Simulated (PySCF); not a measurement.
Methylidynephosphane, CHP.
Atom-mapped SMILES: `[CH:1]#[P:2]` (hydrogens: H3 on C1)

The same species was optimised twice, with GFN2-xTB and with PBE0-D3(BJ)/def2-SVP (PySCF), and the same property calculations (PySCF, gas phase) were run on both structures.

```tsv
coordinate	GFN2-xTB	PBE0-D3(BJ)/def2-SVP	change
C1–H3 (Å)	1.056	1.084	+0.028
C1≡P2 (Å)	1.547	1.540	-0.007
P2–C1–H3 (°)	180.0	180.0	0.0
```

Rotational constants: B = 19949 MHz (linear) (GFN2-xTB) against B = 20006 MHz (linear) (PBE0-D3(BJ)/def2-SVP). Point groups within 0.08 Å: C∞v and C∞v.

On the GFN2-xTB structure: HOMO (eV) -8.17 [PBE0/pcSseg-1]; LUMO (eV) -1.41 [PBE0/pcSseg-1]; dipole (D) 0.45 [PBE0/pcSseg-1]; GIAO shielding of C1 (ppm) 13.6 [PBE0/pcSseg-1]; GIAO shielding of P2 (ppm) 316.9 [PBE0/pcSseg-1].

**Question.** What do these properties become on the PBE0-D3(BJ)/def2-SVP structure?

**Answer.** 
| property | level | on GFN2-xTB | on PBE0-D3(BJ)/def2-SVP | change |
| --- | --- | --- | --- | --- |
| HOMO (eV) | PBE0/pcSseg-1 | -8.17 | -8.19 | -0.02 |
| LUMO (eV) | PBE0/pcSseg-1 | -1.41 | -1.38 | +0.03 |
| dipole (D) | PBE0/pcSseg-1 | 0.45 | 0.47 | +0.02 |
| energy, GFN2-xTB geometry as zero (kcal/mol) | PBE0/pcSseg-1 | 0.0 | -0.2 | -0.2 |
| GIAO shielding of C1 (ppm) | PBE0/pcSseg-1 | 13.6 | 15.6 | +2.0 |
| GIAO shielding of P2 (ppm) | PBE0/pcSseg-1 | 316.9 | 320.5 | +3.6 |

The heavy atoms differ by 0.003 Å rms after alignment. Among all bonds C1–H3 changes most (+0.028 Å). Changes are differences of the printed values. Neither structure is proved a minimum here.
